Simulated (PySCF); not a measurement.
Cartesian coordinates in Å; atom numbers follow the order of the lines, from 1:
```xyz
6

O     1.145   -0.507   -0.362
Si   -0.392    0.029   -0.011
H     1.872   -0.059    0.079
H    -0.722   -0.128    1.441
H    -1.319   -0.804   -0.823
H    -0.577    1.472   -0.367
```

Geometry: PBE0-D3(BJ)/def2-SVP; GIAO absolute shieldings from PySCF 2.14, gas phase, non-relativistic, averaged over equivalent atoms.

At PBE0/pcSseg-1 (61 basis functions, 2 s wall time on 1 thread of an Arm Neoverse V2, shared host):
```json
{"atoms": "O1", "σ (ppm)": "335.6"}
{"atoms": "Si2", "σ (ppm)": "384.4"}
{"atoms": "H4/H5/H6", "σ (ppm)": "26.33"}
{"atoms": "H3", "σ (ppm)": "31.16"}
```

**Question.** Estimate the result of repeating the calculation with B3LYP/pcSseg-2.

**Answer.** 
```json
{"atoms": "O1", "σ at B3LYP/pcSseg-2": "318.1", "change": "-17.5"}
{"atoms": "Si2", "σ at B3LYP/pcSseg-2": "365.2", "change": "-19.2"}
{"atoms": "H4/H5/H6", "σ at B3LYP/pcSseg-2": "26.40", "change": "+0.07"}
{"atoms": "H3", "σ at B3LYP/pcSseg-2": "31.21", "change": "+0.05"}
```

The largest change is at Si2 (silicon bonded to O, 3 H). Cost: 135 basis functions, 4.3 s wall time on 1 thread of an Arm Neoverse V1, shared host.
